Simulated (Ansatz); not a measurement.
Compare A (`C=CC(=C)F`) with its isomer B (`CC#CCF`).

Gas-phase electronic energies from Ansatz, PBE0-D4/def2-TZVP geometries. CCSD(T)/CBS adds triple-zeta CCSD(T) − MP2 to the extrapolated MP2 energy (def2 sets, frozen cores). DFT in def2-TZVPP. B3LYP here is the variant with VWN-RPA as its local correlation; programs differ in this. Each species was taken in one conformer, which may not be the lowest.

Q: Which is lower in electronic energy at CCSD(T)/CBS, and by how much? (Estimate.)

A: Ansatz gave: A, by 16.0 kcal/mol.

Q: Give E(B) − E(A) in kcal/mol with CCSD(T)/def2-TZVPP, B3LYP-D4, ωB97M-V, B3LYP, CCSD/def2-TZVPP, MP2/def2-TZVPP, r2SCAN-D4. (An estimate is asked.)

A: The calculation gave: CCSD(T)/def2-TZVPP 16.1, B3LYP-D4 17.5, ωB97M-V 16.2, B3LYP 16.5, CCSD/def2-TZVPP 15.3, MP2/def2-TZVPP 12.9, r2SCAN-D4 18.7. None reverses the order clearly.

Q: Does the order hold for the free energy at 298.15 K (harmonic terms from PBE0-D4)? (An estimate is asked.)

A: The calculation gave: Yes: G(B) − G(A) = +14.2 kcal/mol, for one conformer each. Modes under 60 cm⁻¹, often nearly free rotors, make the harmonic entropy too high.

Largest T1 diagnostic: 0.012.

At CCSD(T), def2-SVP lies +1.0 kcal/mol from the extrapolated value and def2-TZVPP +0.1 kcal/mol. From r2SCAN to r2SCAN0 (25 % exact exchange), in def2-TZVPP and without D4, E(B) − E(A) moves by −1.0 kcal/mol.
